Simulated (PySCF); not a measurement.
## BF₂⁺ + Cl₂ → BCl₂⁺ + F₂

Level: PBE0 in the def2-TZVP basis family, all electrons, no relativity, computed in PySCF with density fitting; open shells unrestricted.

```csv
species,state and structure,ZPE (kJ/mol),H(298 K) − H(0) (kJ/mol),S° (J/(mol K))
BF₂⁺,"singlet, D∞h, B–F 1.226 Å (×2)",24.2,10.1,221.3
Cl₂,"singlet, D∞h, Cl–Cl 1.982 Å",3.5,9.1,222.5
BCl₂⁺,"singlet, D∞h, B–Cl 1.610 Å (×2)",16.2,11.2,243.1
F₂,"singlet, D∞h, F–F 1.376 Å",6.6,8.7,201.9
```

(1) Is the gas-phase reaction uphill or downhill in electronic energy at this level, and by how much?

(2) Add zero-point, thermal and entropy terms for 298.15 K and 1 bar.

## Answers

(1) At PBE0/def2-TZVP, ΔE = 336.0 kJ/mol, uphill. 

(2) ΔZPE = -4.9 and Δ[H(298) − H(0)] = 0.7 kJ/mol give ΔH° = 331.8 kJ/mol. ΔS° = 1.2 J/(mol K), so ΔG° = 331.8 − 298.15 × (0.0012) = 331 kJ/mol.

Only the bonding shown was studied: isomers, or loss of a ligand pair, can lie lower.
